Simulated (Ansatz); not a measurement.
A made-up structure of CH₆Si₂, closed shell:

```xyz
9
angstrom
C 0.8877 0.8653 -0.1335
Si -0.7372 0.0377 -0.6575
Si -0.0819 -0.9068 0.8518
H -1.9302 0.7877 -0.4825
H -0.7386 -0.6516 -1.8990
H 0.8070 1.8423 0.2698
H 1.7047 0.7577 -0.8002
H 0.3848 -2.2915 0.6063
H -0.8687 -0.7725 2.1002
```

It is relaxed with PBE-D4/def2-SVP and then PBE0-D4/def2-TZVP (Ansatz 0.2.0). Atoms count as bonded within 1.22 times the sum of their covalent radii (H–H: 0.88 Å). The end point is not checked to be a true minimum.

(1) Does its bonding change? (Judge from chemistry; the calculation decides.)

## Answers

(1) Computed: No: no bond forms or breaks.

Where it ends: The first stage lowers the energy by 2.64 eV in 6 steps. It ends as CH₆Si₂ ([CH2]1[SiH2][SiH2]1):
C1  (0.683, 0.610, -0.045)
Si2  (-0.937, 0.106, -0.895)
Si3  (-0.007, -0.887, 0.895)
H4  (-2.067, 1.055, -0.763)
H5  (-0.812, -0.463, -2.257)
H6  (0.691, 1.563, 0.479)
H7  (1.604, 0.460, -0.606)
H8  (0.764, -2.146, 0.777)
H9  (-0.491, -0.629, 2.271)
(Å)

Labels in which every atom is bracketed show which atoms are joined, not bond orders.

For scale, one of the runs: PBE0-D4/def2-TZVP relaxation, 141 basis functions, launched by `ansatz run in.yaml --threads 2 --pin off --events-out ev --progress --plain --max-ram 4352MiB`. The run took about 15 s on 2 CPU threads of an Arm Neoverse V1 (shared host).
